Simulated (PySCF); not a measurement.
Molfile (atoms numbered from 1):
```
C5H12O
     RDKit          3D

 18 17  0  0  0  0  0  0  0  0999 V2000
    2.7254    0.3176    0.4267 C   0  0  0  0  0  0  0  0  0  0  0  0
    1.3788    0.7222   -0.1465 C   0  0  0  0  0  0  0  0  0  0  0  0
    0.2695   -0.2596    0.1943 C   0  0  0  0  0  0  0  0  0  0  0  0
   -1.0820    0.1377   -0.3741 C   0  0  0  0  0  0  0  0  0  0  0  0
   -2.1774   -0.8526   -0.0342 C   0  0  0  0  0  0  0  0  0  0  0  0
   -3.4260   -0.5209   -0.6052 O   0  0  0  0  0  0  0  0  0  0  0  0
    3.0354   -0.6610    0.0495 H   0  0  0  0  0  0  0  0  0  0  0  0
    2.6852    0.2514    1.5175 H   0  0  0  0  0  0  0  0  0  0  0  0
    3.5057    1.0361    0.1662 H   0  0  0  0  0  0  0  0  0  0  0  0
    1.1042    1.7170    0.2229 H   0  0  0  0  0  0  0  0  0  0  0  0
    1.4537    0.8147   -1.2359 H   0  0  0  0  0  0  0  0  0  0  0  0
    0.1957   -0.3557    1.2848 H   0  0  0  0  0  0  0  0  0  0  0  0
    0.5423   -1.2549   -0.1781 H   0  0  0  0  0  0  0  0  0  0  0  0
   -1.0209    0.2331   -1.4635 H   0  0  0  0  0  0  0  0  0  0  0  0
   -1.3613    1.1281    0.0104 H   0  0  0  0  0  0  0  0  0  0  0  0
   -1.9249   -1.8398   -0.4308 H   0  0  0  0  0  0  0  0  0  0  0  0
   -2.2607   -0.9567    1.0578 H   0  0  0  0  0  0  0  0  0  0  0  0
   -3.6728    0.3544   -0.2960 H   0  0  0  0  0  0  0  0  0  0  0  0
  1  2  1  0
  2  3  1  0
  3  4  1  0
  4  5  1  0
  5  6  1  0
  1  7  1  0
  1  8  1  0
  1  9  1  0
  2 10  1  0
  2 11  1  0
  3 12  1  0
  3 13  1  0
  4 14  1  0
  4 15  1  0
  5 16  1  0
  5 17  1  0
  6 18  1  0
M  END
```

Geometry: PBE0-D3(BJ)/def2-TZVP; GIAO shifts from PySCF, gas phase, non-relativistic, averaged over equivalent atoms.

At PBE0/pcSseg-2 (384 basis functions):
```
   atoms  δ (ppm)
      C5     70.4
      C4     41.7
      C3     33.2
      C2     28.9
      C1     17.3
      O6     44.0
 H16/H17     3.57
 H14/H15     1.49
 H10/H11     1.35
 H12/H13     1.11
H7/H8/H9     0.98
     H18    -0.03
```

Shifts are taken against calculated references (same method and geometry level): ¹³C (σref 186.03), ¹H (σref 31.52) against TMS; H2O for ¹⁷O (σref 329.54).

Predict the values at wB97X-D/pcSseg-2 on the same geometry.

Answers


```tsv
atoms	δ at wB97X-D/pcSseg-2	change
C5	69.9	-0.5
C4	41.3	-0.4
C3	32.9	-0.3
C2	28.5	-0.4
C1	17.3	+0.0
O6	40.2	-3.8
H16/H17	3.53	-0.04
H14/H15	1.48	-0.01
H10/H11	1.31	-0.04
H12/H13	1.09	-0.02
H7/H8/H9	0.98	+0.00
H18	0.02	+0.05
```

References, each an isolated molecule treated in the same way: ¹³C (σref 186.29) and ¹H (σref 31.63) vs TMS; ¹⁷O (σref 328.24) against H2O.

The largest change is at O6 (alcohol oxygen). Cost: 384 basis functions. The order of the carbon signals is the same at both levels.

Experimental scales use liquid or dissolved standards, which lie at an offset from isolated H2O (liquid H2O: subtract about 36 ppm).
